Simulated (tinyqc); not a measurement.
Inside a calculation. Method: MP2 on RHF in the sto-3g basis, for HF, spin multiplicity 1. One step of it, computed by the program tinyqc.

Question. Second-order Moller-Plesset energy. E2 = sum_ijab (ia|jb) [2 (ia|jb) - (ib|ja)] / (e_i + e_j - e_a - e_b) over occupied i, j and virtual a, b; the opposite-spin part is (ia|jb)^2 / denominator, the rest is same-spin, and SCS-MP2 scales them by 6/5 and 1/3.

orbital energies (hartree): MO1 -25.904106, MO2 -1.458092, MO3 -0.571664, MO4 -0.462981, MO5 -0.462981, MO6 0.583358

Two-electron integrals over orbitals (pq|rs), unique and non-zero (hartree):
```
(11|11) 5.362647    (21|11) -0.506286   (21|21) 0.075589    (22|11) 1.202756
(22|21) -0.020049   (22|22) 0.857407    (31|11) 0.156003    (31|21) -0.021476
(31|22) 0.012675    (31|31) 0.022575    (32|11) -0.143970   (32|21) 0.008354
(32|22) -0.022710   (32|31) 0.020934    (32|32) 0.156180    (33|11) 0.993002
(33|21) -0.010820   (33|22) 0.749900    (33|31) -0.005162   (33|32) -0.045584
(33|33) 0.758613    (41|41) 0.029598    (42|41) 0.039156    (42|42) 0.181587
(43|41) -0.011099   (43|42) -0.041699   (43|43) 0.046859    (44|11) 1.264008
(44|21) -0.014491   (44|22) 0.879678    (44|31) 0.004537    (44|32) -0.077263
(44|33) 0.748321    (44|44) 0.997514    (51|51) 0.029598    (52|51) 0.039156
(52|52) 0.181587    (53|51) -0.011099   (53|52) -0.041699   (53|53) 0.046859
(54|54) 0.053770    (55|11) 1.264008    (55|21) -0.014491   (55|22) 0.879678
(55|31) 0.004537    (55|32) -0.077263   (55|33) 0.748321    (55|44) 0.889973
(55|55) 0.997514    (61|11) 0.161981    (61|21) -0.026243   (61|22) 0.000513
(61|31) -0.008848   (61|32) -0.024987   (61|33) 0.011849    (61|44) 0.004456
(61|55) 0.004456    (61|61) 0.025276    (62|11) -0.237000   (62|21) 0.005268
(62|22) -0.125872   (62|31) -0.020214   (62|32) -0.048738   (62|33) -0.036079
(62|44) -0.124008   (62|55) -0.124008   (62|61) 0.016022    (62|62) 0.096352
(63|11) -0.362179   (63|21) 0.006320    (63|22) -0.171674   (63|31) 0.002181
(63|32) 0.094296    (63|33) -0.121334   (63|44) -0.200465   (63|55) -0.200465
(63|61) -0.006339   (63|62) 0.055506    (63|63) 0.181214    (64|41) -0.010416
(64|42) -0.041279   (64|43) -0.015328   (64|64) 0.031331    (65|51) -0.010416
(65|52) -0.041279   (65|53) -0.015328   (65|65) 0.031331    (66|11) 0.883581
(66|21) -0.009008   (66|22) 0.678610    (66|31) 0.015444    (66|32) 0.068931
(66|33) 0.668800    (66|44) 0.649519    (66|55) 0.649519    (66|61) -0.009563
(66|62) -0.066112   (66|63) -0.015357   (66|66) 0.711511
```

Hartree-Fock energy = -98.57279270 hartree

Give: Terms; Pair energies; MP2 correlation energy; SCS-MP2 correlation energy; MP2 total energy.

Answer.

Terms:
```
i  j  a  b  (ia|jb)  (ib|ja)  denominator       term
3  3  6  6   0.1812   0.1812      -2.3100    -0.0142
2  2  6  6   0.0964   0.0964      -4.0829    -0.0023
3  2  6  6   0.0555   0.0555      -3.1965    -0.0010
2  3  6  6   0.0555   0.0555      -3.1965    -0.0010
4  4  6  6   0.0313   0.0313      -2.0927  -4.69e-04
5  5  6  6   0.0313   0.0313      -2.0927  -4.69e-04
1  1  6  6   0.0253   0.0253     -52.9749  -1.21e-05
2  1  6  6   0.0160   0.0160     -28.5289  -9.00e-06
1  2  6  6   0.0160   0.0160     -28.5289  -9.00e-06
3  1  6  6  -0.0063  -0.0063     -27.6425  -1.45e-06
1  3  6  6  -0.0063  -0.0063     -27.6425  -1.45e-06
```

Pair energies (hartree; pair i-j sums ij and ji):
```
pair  opposite spin  same spin
1-1       -1.21e-05     0.0000
2-1       -1.80e-05     0.0000
2-2         -0.0023     0.0000
3-1       -2.91e-06     0.0000
3-2         -0.0019     0.0000
3-3         -0.0142     0.0000
4-4       -4.69e-04     0.0000
5-5       -4.69e-04     0.0000
```

MP2 correlation energy = -0.019388 hartree

SCS-MP2 correlation energy = -0.023266 hartree

MP2 total energy = -98.592181 hartree
